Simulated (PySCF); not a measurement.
Geometry:
```json
{"atom": "Cl1", "x (Å)": "1.990", "y (Å)": "0.122", "z (Å)": "-1.396"}
{"atom": "C2", "x (Å)": "1.176", "y (Å)": "-0.418", "z (Å)": "0.128"}
{"atom": "C3", "x (Å)": "0.573", "y (Å)": "0.779", "z (Å)": "0.844"}
{"atom": "C4", "x (Å)": "-0.713", "y (Å)": "1.083", "z (Å)": "0.061"}
{"atom": "C5", "x (Å)": "-1.112", "y (Å)": "-0.246", "z (Å)": "-0.624"}
{"atom": "C6", "x (Å)": "-0.041", "y (Å)": "-1.265", "z (Å)": "-0.209"}
{"atom": "H7", "x (Å)": "1.949", "y (Å)": "-0.946", "z (Å)": "0.701"}
{"atom": "H8", "x (Å)": "0.337", "y (Å)": "0.463", "z (Å)": "1.875"}
{"atom": "H9", "x (Å)": "1.267", "y (Å)": "1.628", "z (Å)": "0.911"}
{"atom": "H10", "x (Å)": "-1.504", "y (Å)": "1.472", "z (Å)": "0.719"}
{"atom": "H11", "x (Å)": "-0.518", "y (Å)": "1.859", "z (Å)": "-0.694"}
{"atom": "H12", "x (Å)": "-1.112", "y (Å)": "-0.126", "z (Å)": "-1.717"}
{"atom": "H13", "x (Å)": "-2.120", "y (Å)": "-0.581", "z (Å)": "-0.341"}
{"atom": "H14", "x (Å)": "-0.341", "y (Å)": "-1.794", "z (Å)": "0.713"}
{"atom": "H15", "x (Å)": "0.171", "y (Å)": "-2.028", "z (Å)": "-0.971"}
```

Geometry: PBE0-D3(BJ)/def2-SVP; GIAO shifts from PySCF 2.14, gas phase, non-relativistic, averaged over equivalent atoms.

At PBE0/STO-3G (43 basis functions, 7.6 s wall time on 1 thread of an Arm Neoverse N1, shared host):
```csv
atoms,δ (ppm)
Cl1,55.8
C2,62.7
C3/C6,35.9
C4/C5,31.0
H7,2.78
H11/H12,1.60
H9/H15,1.55
H8/H14,1.42
H10/H13,1.31
```

Shifts are taken against calculated references (same method and geometry level): HCl for 35Cl (σref 1025.84); 13C (σref 234.69), 1H (σref 32.60) against TMS.

Problem. What do these become at B97-2/pcSseg-1?

Solution. 
| atoms | δ at B97-2/pcSseg-1 | change |
| --- | --- | --- |
| Cl1 | 149.6 | +93.8 |
| C2 | 69.1 | +6.4 |
| C3/C6 | 39.1 | +3.2 |
| C4/C5 | 23.2 | -7.8 |
| H7 | 4.18 | +1.40 |
| H11/H12 | 2.00 | +0.40 |
| H9/H15 | 1.88 | +0.33 |
| H8/H14 | 1.57 | +0.15 |
| H10/H13 | 1.61 | +0.30 |

References, each an isolated molecule treated in the same way: 35Cl (σ = 937.79 ppm) against HCl; 13C (σ = 183.69 ppm) and 1H (σ = 31.38 ppm) against TMS.

The largest change is at Cl1 (chlorine bonded to C). Cost: 154 basis functions, 32 s wall time on 1 thread of an Intel Xeon Platinum 8375C, shared host. The order of the carbon signals is the same at both levels.

Carbons that carry Cl, above all several Cl atoms, come out too deshielded, partly because spin–orbit coupling is missing.
